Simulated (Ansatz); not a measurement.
The input, for Ansatz 0.2.0:

```yaml
crystal:
  periodic: [false, false, false]
  atoms:
    - {symbol: Al, position_ang: [0.000000, -0.145472, 0.594959]}
    - {symbol: N, position_ang: [0.000000, 0.066716, -1.312209]}
    - {symbol: H, position_ang: [0.000000, 2.967025, 2.308485]}
basis:
  gaussian: {orbitals: 6-31G, occupation: {up: {"A'": 10, "A''": 2}, down: {"A'": 7, "A''": 2}}}
magnetization: {spin_polarized: false, initial_magnetization: 3}
correlation: {method: fci, electrons: outside_noble_gas}
```

```sh
$ ansatz run in.yaml --threads 1 --pin off --events-out ev --progress --plain --max-ram 2393MiB
```

Log:

```
the irreps are read with x along [0.000, 1.000, 0.000], y along [0.000, 0.000, 1.000] and z along [1.000, 0.000, 0.000] of the geometry given
503 factors; integrals over basis functions are off by at most 1.1e-7 eV
mean field evaluation 1: about -8070.5109 eV, gradient 2.3e1 eV
mean field evaluation 2: about -8073.7541 eV, gradient 4.5e0 eV
mean field evaluation 4: about -8074.2315 eV, gradient 2.5e-1 eV
mean field evaluation 8: about -8074.2601 eV, gradient 7.9e-6 eV
mean field -8074.26006889 eV, -296.7235846018 hartree, gradient 3.4e-6 eV, S^2 3.750000; 0 other end points of the search recorded, 0 dependent functions left out
mean field evaluation 16: about -8074.4412 eV, gradient 9.9e-1 eV
mean field evaluation 32: about -8065.7489 eV, gradient 1.7e1 eV
mean field evaluation 64: about -8074.9021 eV, gradient 1.9e-1 eV
mean field evaluation 96: about -8073.6938 eV, gradient 7.1e0 eV
mean field evaluation 128: about -8073.1579 eV, gradient 1.2e0 eV
mean field evaluation 160: about -8073.4109 eV, gradient 5.8e-2 eV
6 core orbitals not correlated: weight in the atoms' cores, before any rotation towards them, 1.000 or more for the frozen orbitals, at most 0.000 for the correlated occupied ones
reference -8074.26006889 eV, -296.7235846018 hartree; 6, 3 occupied and 12, 15 virtual orbitals, 503 factors
state -8077.77741052 eV, -296.8528445224 hartree
Total energy: -8077.77741052 eV, -296.8528445224 hartree
```

Ran on 1 thread of Intel Xeon 6975P-C, shared host: 56 s wall, 0.88 GiB peak host memory.
